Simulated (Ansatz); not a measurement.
Born–Oppenheimer molecular dynamics of AlH₅O₂ (8 atoms, charge 0, multiplicity 1). It starts at the highest image of a converged band, a first-order saddle point between two minima.

Computed with RKS PBE-D4/def2-SVP (Ansatz 0.2.0).

```yaml
ensemble: NVE (velocity Verlet)
time_step: 0.5 fs
steps_asked: 200
starting_velocities_drawn_for: 300 K
seed: 2958
```

First frame:

```xyz
8
Properties=species:S:1:pos:R:3
Al -0.097 0.220 0.011
H 0.036 0.027 1.789
H 1.245 -0.176 -0.743
O -1.683 -0.192 -0.526
H -1.894 -0.911 -1.139
O -0.209 1.960 0.730
H -1.104 2.354 0.729
H -0.126 1.079 1.615
```

Question: How far do the bonds stretch over the last three quarters of this one trajectory? (Pairs bonded in most of those frames.)

Answer: 
```json
{"bond": "Al1–H2", "mean (Å)": "1.616", "spread (Å)": "0.042", "shortest": "1.55", "longest": "1.70"}
{"bond": "Al1–H3", "mean (Å)": "1.615", "spread (Å)": "0.038", "shortest": "1.56", "longest": "1.69"}
{"bond": "Al1–O4", "mean (Å)": "1.752", "spread (Å)": "0.028", "shortest": "1.68", "longest": "1.79"}
{"bond": "Al1–O6", "mean (Å)": "2.198", "spread (Å)": "0.088", "shortest": "1.98", "longest": "2.29"}
{"bond": "O4–H5", "mean (Å)": "0.971", "spread (Å)": "0.007", "shortest": "0.95", "longest": "0.98"}
{"bond": "O6–H7", "mean (Å)": "0.980", "spread (Å)": "0.024", "shortest": "0.94", "longest": "1.02"}
{"bond": "O6–H8", "mean (Å)": "0.982", "spread (Å)": "0.017", "shortest": "0.95", "longest": "1.02"}
```

Mean temperature of the second half: 408 K. The conserved energy stayed within 0.11 meV per atom of its start (net change 0.033 meV per atom), so the integration is sound. The kinetic energy rose, since the run started high on the potential surface and went downhill. A run of 0.1 ps of so small a system gives no equilibrium averages. The orbitals stay closed-shell, which can raise the energy where a bond breaks towards radicals; this wasn't checked here.

The run took 4.7 min on 1 thread of Arm Neoverse V2 (shared host), peak memory 0.11 GiB.
